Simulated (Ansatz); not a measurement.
**CHBSi+ (quartet): the correlation ladder, cc-pVDZ**

The task here is to estimate one member of a computed series from the others.

The runs use Ansatz 0.2.0, Gaussian basis; cc-pVDZ, core rule «outside noble gas», up to 7 orbitals frozen.

Plan: UHF; CCSD(T) on ROHF; CCSD(T) on UHF; BCCD(T) on ROHF; CISD; CCSDT(Q) on ROHF; CCSDT(Q) on UHF.

18 further runs of the same task are left out: 5 that didn't finish, 13 set aside as unsound or not needed.

**What is computed**

The geometry is a PBE0/def2-TZVP stationary point (not a proven minimum) of the parent state, kept for this charge and spin.

4 atoms, charge 1, spin multiplicity 4.

Atoms are counted from 1 here; the program's logs count them from 0.

Bond lengths: B1–Si2 2.104 Å, B1–C3 1.413 Å, Si2–C3 1.748 Å, Si2–H4 1.507 Å. Angles: Si2–B1–C3 55.5°, B1–Si2–C3 41.8°, B1–Si2–H4 159.6°, C3–Si2–H4 117.8°, B1–C3–Si2 82.7°.

As a file:

```xyz
4
CHBSi
B     0.00000   -0.54212    1.31164
Si    0.00000   -0.13746   -0.75272
C     0.00000    0.75487    0.75049
H     0.00000    0.64988   -2.03742
```

The first run:

Input file in.yaml:

```yaml
crystal:
  periodic: [false, false, false]
  atoms:
    - {symbol: B, position_ang: [0.000000, -0.542119, 1.311636]}
    - {symbol: Si, position_ang: [0.000000, -0.137461, -0.752718]}
    - {symbol: C, position_ang: [0.000000, 0.754866, 0.750494]}
    - {symbol: H, position_ang: [0.000000, 0.649881, -2.037416]}
basis:
  gaussian: {orbitals: cc-pVDZ}
total_charge: 1
magnetization: {spin_polarized: true, initial_magnetization: 3}
hamiltonian: {xc: hf}
output: {orbitals: {seedname: orbitals}}
```

Started as:

```sh
$ ansatz run in.yaml --threads 1 --pin off --events-out ev --progress --plain --max-ram 2393MiB
```

Steps of the session up to this table: UHF; CCSD(T) on ROHF; CCSD(T) on UHF; BCCD(T) on ROHF; CISD; CCSDT(Q) on ROHF; CCSDT(Q) on UHF.

One table of the session follows, with a row left open; its other results are not shown here.

```
   method  from UCCSDT(Q) (kJ/mol)
     ROHF                   +699.2
      UHF                   +658.8
     RMP2                   +123.0
     UMP2                   +145.5
     CISD                        ?
    RCCSD                    +39.0
    UCCSD                    +36.9
 RCCSD(T)                     +7.5
 UCCSD(T)                     +8.1
  BCCD(T)                     +7.6
   RCCSDT                     +2.8
   UCCSDT                     +2.4
RCCSDT(Q)                     +0.3
UCCSDT(Q)                        0
```

Estimate the missing values for CISD.

**Answer.** from UCCSDT(Q) (kJ/mol): +90.4. In the column «from UCCSDT(Q) (kJ/mol)» it lies between RCCSD (+39.0) and RMP2 (+123.0).

Limits of these values: Restricted and unrestricted rows rest on different reference determinants; where their highest levels disagree by more than a few hundredths of an eV, they describe different states and don't form one ladder.
